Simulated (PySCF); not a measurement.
SiF4, SMILES F[Si](F)(F)F. Geometry optimised at PBE-D3(BJ)/def2-SVP. The isomer is the one that the SMILES or the coordinates give; other isomers of the formula were not compared.

Give the equilibrium geometry at PBE-D3(BJ)/def2-SVP (PySCF confirms it by a frequency run) as Cartesian coordinates in Å, and its point group. (The exact figures need the calculation; the answer reports its results.)

point group Td.
```xyz
5

F      0.9253     0.9253     0.9253
Si     0.0000     0.0000     0.0000
F     -0.9253     0.9253    -0.9253
F     -0.9253    -0.9253     0.9253
F      0.9253    -0.9253    -0.9253
```
